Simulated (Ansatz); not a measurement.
# C2H4F2 (1,1-difluoroethane): name the method

The species is C2H4F2 (8 atoms), meant as a singlet with charge 0. As SMILES, `CC(F)F`. Geometry: relaxed at PBE0-D4/def2-TZVP.

```jsonl
{"atom": "C", "x (Å)": "0.0033", "y (Å)": "0.7776", "z (Å)": "0.0233"}
{"atom": "C", "x (Å)": "-0.0520", "y (Å)": "-0.7182", "z (Å)": "-0.0082"}
{"atom": "F", "x (Å)": "0.9255", "y (Å)": "-1.2434", "z (Å)": "0.7791"}
{"atom": "F", "x (Å)": "0.1682", "y (Å)": "-1.1721", "z (Å)": "-1.2719"}
{"atom": "H", "x (Å)": "0.9814", "y (Å)": "1.1119", "z (Å)": "-0.3254"}
{"atom": "H", "x (Å)": "-0.1572", "y (Å)": "1.1328", "z (Å)": "1.0418"}
{"atom": "H", "x (Å)": "-0.7710", "y (Å)": "1.1906", "z (Å)": "-0.6240"}
{"atom": "H", "x (Å)": "-1.0061", "y (Å)": "-1.1364", "z (Å)": "0.3295"}
```

Orbital energies are those of the mean-field step.

A calculation with Ansatz 0.2.0 gave:

The total energy is -277.7403 Eh. The dipole moment is 2.39 D, the HOMO energy is -14.12 eV and the LUMO energy is 1.88 eV. The HOMO–LUMO gap is 16.00 eV and the largest force is 0.422 eV/Å.

**Question.** Which of these levels gave the numbers?
A. HF/STO-3G
B. MP2/6-311+G**
C. MP2/cc-pVDZ
D. PBE0/STO-3G

**Answer.** B. The others give -277.6135 Eh (MP2/cc-pVDZ), -274.2006 Eh (PBE0/STO-3G), -273.2119 Eh (HF/STO-3G).
